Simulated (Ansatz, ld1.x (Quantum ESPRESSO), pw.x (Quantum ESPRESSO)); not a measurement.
**Hf (Z = 72): does the TM potential hold in the solid?**

hafnium, norm-conserving Troullier–Martins (Kleinman–Bylander form), made with ld1.x (Quantum ESPRESSO) 7.5 (PBEsol, scalar-relativistic). Core [Xe] 4f14, reference 5d2 6s2 6p0. Waves: 6p (bound, empty): rc 3.80 bohr; 5d (bound): rc 2.55 bohr; 5f channel at -0.15 Ry: rc 3.20 bohr; 6s (bound): rc 3.05 bohr. Local part: the s channel. Core correction: none.

Atomic tests: cutoffs needed: 21 Ry and 30 Ry (the cutoffs (Ry, on a coarse ladder) from which the occupation-weighted sum of valence levels, in a spherical-Bessel basis at the reference potential, stays within 10 and 1 mRy of its value at 400 Ry); ghost test: no extra level below or beside the all-electron valence levels (p, d, f, s tested) (spherical-Bessel basis up to 400 Ry, 20 bohr box); largest excitation error: +79 meV (all-electron minus pseudo) for 5d1 6s0 6p0, out of 7 test configurations.

Crystal test: fcc Hf in pw.x 7.5, no spin, 13³ k-points, Fermi–Dirac smearing 0.01 Ry, cutoffs 40/160 Ry. The reference is all-electron LAPW (Ansatz 0.2.0) with the same functional, mesh and smearing; V0 and B0 come from Birch–Murnaghan fits to the pressures at five volumes. Errors are pseudo minus all-electron; Δ is the rms difference of the E(V) curves that follow from these fits, minima aligned, over ±6 % about the mean V0. Mesh and smearing are coarse, so the numbers serve the comparison and aren't converged zero-temperature values; the lattice is a test structure that the element need not adopt.

All-electron: a0 = 4.424 Å (V0 = 21.65 Å³/atom), B0 = 107.7 GPa.

**Question.** How far does the potential miss the all-electron equation of state?

**Answer.** mean pressure error (GPa): +1.21; a0 (Å): 4.442; a0 error (%): +0.40; B0 error (%): -6.6; Δ (meV/atom): 5.9. The largest radius (3.80 bohr) exceeds half the bond length (2.95 bohr), so the spheres overlap, which is one possible source of error among others.

```json
{"V (Å³/atom)": "20.541", "P all-electron (GPa)": "6.17", "P pseudo (GPa)": "7.18"}
{"V (Å³/atom)": "21.081", "P all-electron (GPa)": "2.98", "P pseudo (GPa)": "4.12"}
{"V (Å³/atom)": "21.622", "P all-electron (GPa)": "0.13", "P pseudo (GPa)": "1.37"}
{"V (Å³/atom)": "22.163", "P all-electron (GPa)": "-2.43", "P pseudo (GPa)": "-1.12"}
{"V (Å³/atom)": "22.703", "P all-electron (GPa)": "-4.73", "P pseudo (GPa)": "-3.37"}
```

**Question.** At the middle volume, how do free energy and pressure move when the wave cutoff is lowered (ecutrho kept at four times it)?

**Answer.**

```json
{"cutoff (Ry)": "18", "shift of F (meV/atom)": "+335.2", "shift of P (GPa)": "-9.84"}
{"cutoff (Ry)": "24", "shift of F (meV/atom)": "+15.1", "shift of P (GPa)": "-0.96"}
{"cutoff (Ry)": "32", "shift of F (meV/atom)": "+0.9", "shift of P (GPa)": "+0.03"}
```

The run at the middle volume (84 k-points, 6 iterations) took about 3.8 s on one core of a shared host (Neoverse-V2, 48 threads, 185 GiB, load 25).
